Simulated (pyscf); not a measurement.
Structures and frequencies: ωB97X-D3(BJ)/def2-SVP in PySCF. Correlated levels are frozen-core, on RHF or UHF. ΔMP2 is the change of the MP2 total energy from the triple- to the quadruple-zeta basis.

### Question
For the elementary gas-phase step H₂S (SMILES S) + GeH₃• (SMILES [GeH3]) → HS–GeH₃ (SMILES [SH][GeH3]) + H• (SMILES [H]) (doublet surface; H–S broken, Ge–S formed), what barrier and reaction energy does CCSD(T)/def2-TZVPP + ΔMP2(QZVPP) give, measured from the separated reactants?

### Answer
ΔE‡ = 17.4 kcal/mol, ΔE = +13.6 kcal/mol. Zero-point energy shifts the barrier by -0.9 kcal/mol. It is a substitution at S, with an imaginary mode of 770i cm⁻¹. One saddle was located; it need not be the lowest between these sides. The angle at the attacked S is 165°. The CCSD(T) − MP2 part came from Ansatz, without density fitting, on the same reference. The frozen core leaves the outer d or s,p core shells of the metals and heavy elements correlated in the MP2 and CC values, and def2-TZVPP describes them poorly, which can shift differences by a few kcal/mol. Elements up to Kr have no core potential and no relativistic terms here.
